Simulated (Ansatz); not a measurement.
CH₅FSi (`FC[SiH3]`) at its PBE0-D4/def2-TZVP geometry, where that method's forces vanish. Total charge 0; spin multiplicity 1.

| atom | x (Å) | y (Å) | z (Å) |
| --- | --- | --- | --- |
| F1 | -0.1853 | -1.7204 | 0.8666 |
| C2 | 0.3201 | -0.9072 | -0.1423 |
| Si3 | -0.2747 | 0.8773 | 0.0875 |
| H4 | -0.0092 | -1.3129 | -1.1048 |
| H5 | 1.4134 | -0.9665 | -0.1130 |
| H6 | 0.2969 | 1.6935 | -1.0174 |
| H7 | 0.1959 | 1.4059 | 1.3924 |
| H8 | -1.7570 | 0.9303 | 0.0309 |

(1) For each bond, give half the difference of the two atoms' forces along it (eV/Å; positive pushes the atoms apart) under PBE-D4, r2SCAN-D4, B3LYP-D4, ωB97M-V in def2-TZVPP. (Estimate.)

Answers

(1) The calculation gave: 
| bond | length (Å) | PBE-D4 | r2SCAN-D4 | B3LYP-D4 | ωB97M-V |
| --- | --- | --- | --- | --- | --- |
| F1–C2 | 1.391 | 0.50 | 0.37 | 0.44 | 0.32 |
| C2–Si3 | 1.895 | -0.06 | -0.05 | 0.05 | 0.00 |
| C2–H4 | 1.095 | 0.09 | -0.05 | -0.12 | -0.12 |
| C2–H5 | 1.095 | 0.09 | -0.05 | -0.12 | -0.12 |
| Si3–H6 | 1.488 | 0.06 | -0.02 | -0.07 | -0.10 |
| Si3–H7 | 1.484 | 0.08 | -0.02 | -0.08 | -0.11 |
| Si3–H8 | 1.484 | 0.08 | -0.02 | -0.08 | -0.11 |

B3LYP here is the variant with VWN-RPA as its local correlation; programs differ in this.

Program: Ansatz 0.2.0.
